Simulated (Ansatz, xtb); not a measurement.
Two isomers of C2H4FN

We compare a, `C=C(N)F`, a singlet, with b, `N/C=C\F`, a singlet. Both are isolated molecules in the gas phase, relaxed with PBE-D3(BJ)/def2-SVP; the shapes shown needn't be the lowest conformers.

a (Å):

```xyz
8

C    -0.9641    1.1010    0.3640
C    -1.3695    0.5209    1.5119
F    -2.0116    1.2436    2.4549
N    -1.1710   -0.7755    1.9535
H    -0.4746    0.5104   -0.4203
H    -1.0985    2.1800    0.2258
H    -0.8425   -1.4243    1.2365
H    -1.9474   -1.1540    2.5031
```

b (Å):

```xyz
8

C    -1.1252   -0.1916    1.0960
C    -1.9313    0.0946    2.1400
F    -2.3296    1.3753    2.3733
N    -0.7039    0.7180    0.1297
H     0.2391    0.5580   -0.2305
H    -0.8397    1.6947    0.4047
H    -0.8304   -1.2417    0.9456
H    -2.3378   -0.6400    2.8486
```

Energies in hartree; the thermal terms are from PBE-D3(BJ)/def2-SVP harmonic frequencies (ideal gas, rigid rotor, one conformer each, 298.15 K, 1 atm) and include the zero-point energy:

|  | a | b |
| --- | --- | --- |
| E, CCSD(T)/def2-TZVP | −232.846967 | −232.837451 |
| zero-point energy | 0.059394 | 0.060094 |
| H(298 K) − E | 0.064846 | 0.065582 |
| G(298 K) − E | 0.032907 | 0.033442 |

Task: Work out ΔE, ΔE₀, ΔH and ΔG for a → b in kcal/mol (1 Eh = 627.51 kcal/mol) and the equilibrium ratio [b]/[a].

Result: 1. ΔE = −232.837451 − (−232.846967) = +0.009516 Eh = +5.97 kcal/mol.
2. ΔE₀ = ΔE + ΔZPE = +0.009516 + (+0.000700) Eh = +6.41 kcal/mol.
3. ΔH = ΔE + (+0.000736) Eh = +6.43 kcal/mol.
4. ΔG = ΔE + (+0.000535) Eh = +6.31 kcal/mol, so ΔS = (ΔH − ΔG)/T = +1.8 J/(mol K).
5. kT = 0.9442 mEh, so K = [b]/[a] = exp(−ΔG/kT) = exp(−10.65) ≈ 2.4 × 10^−5.

Structure a is favoured at this temperature. An error of 1 kcal/mol in ΔG would change K by a factor of 5.4. Mirror images and further conformers aren't counted.

As drawn, both hold the same kinds of bond in the same numbers.

Other levels gave ΔE = +4.3 (GFN2-xTB); +5.3 (HF/STO-3G, GFN2-xTB geometries); +6.9 (r2SCAN-D4/def2-SVP, GFN2-xTB geometries); +6.1 (PBE-D3(BJ)/def2-SVP); +6.9 (HF/def2-TZVP); +6.7 (MP2/def2-TZVP) kcal/mol. The correlated steps freeze 4 core orbitals. Programs: Ansatz 0.2.0, xtb 6.7.1.
